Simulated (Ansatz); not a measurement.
## Worked example: correlation energy of Al2H, quartet

Geometry: a point of a stretch scan, not a stationary point.

```xyz
3

Al    0.0000    0.0000    0.7493
Al    0.0000    0.0000   -3.0817
H     0.0000    0.0000    2.3325
```

Basis 6-31G; Ansatz 0.2.0. Correlated methods freeze the noble-gas cores, which leaves 7 electrons in 18 orbitals. Prefix R: restricted or restricted open-shell reference; prefix U: unrestricted.

Full CI is exact within this basis and frozen core; it isn't the basis-set limit. The frozen core follows each run's orbitals, which can shift R against U totals by a few meV.

Runs differ by some tens of microhartree through their thresholds and, for an open shell, their frozen cores, so steps under 0.1 kcal/mol mean nothing.

| level | total energy (hartree) |
| --- | --- |
| UHF | -484.241057 |
| UMP2 | -484.277351 |
| UCCSD | -484.303169 |
| UCCSD(T) | -484.304773 |
| UCCSDT* | -484.307656 |
| UCCSDT(Q)* | -484.307952 |
| UCCSDTQ* | -484.307955 |
| full CI | -484.307951 |

Q: What is the correlation energy at full CI, and what share of it do UMP2 and UCCSDT recover?

A: E(corr) = -484.307951 − (-484.241057) = -0.066894 hartree = -1.820 eV. UMP2: -0.036294 / -0.066894 = 54.26 %. UCCSDT: -0.066599 / -0.066894 = 99.56 %.

Q: By how many kcal/mol does UCCSD(T) miss full CI (1 hartree = 627.509 kcal/mol), and which steps make up the rest?

A: -484.304773 − (-484.307951) = 0.003178 hartree = 1.99 kcal/mol. Steps: UCCSDT − UCCSD(T) = -1.81, UCCSDT(Q) − UCCSDT = -0.19, UCCSDTQ − UCCSDT(Q) = 0.00, full CI − UCCSDTQ = 0.00 kcal/mol. With more than one leading determinant such errors change with state and geometry, and needn't cancel in differences.

An asterisk marks runs whose energy the program itself flagged as in doubt.
